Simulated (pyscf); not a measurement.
Thermochemistry of product channels of GeH₃• + H₂O on the doublet surface, in kcal/mol, from ωB97M-D3(BJ)/def2-TZVP energies (ideal gas, 1 atm, RRHO with modes under 100 cm⁻¹ raised to 100, one conformer, R ln 2 for rigid chiral ones). Single points on ωB97X-D3(BJ)/def2-SVP structures (PySCF, gas phase).

```
products         ΔE  ΔH(298 K)  ΔG(298 K)  ΔG(1200 K)
-------------  ----  ---------  ---------  ----------
HO–GeH₃ + H•      …      +16.3      +18.6       +23.1
•O–GeH₃ + H₂      …      +27.3      +28.7       +30.6
HO–GeH₂• + H₂  -1.3       -3.8       -3.0           …
```

Problem. Some entries are withheld; supply them.

Solution. 
- HO–GeH₃ + H•, ΔE: +19.6
- •O–GeH₃ + H₂, ΔE: +31.7
- HO–GeH₂• + H₂, ΔG(1200 K): -2.7

These are energies of the channels, which say nothing of barriers. Elements up to Kr have no core potential and no relativistic terms here.
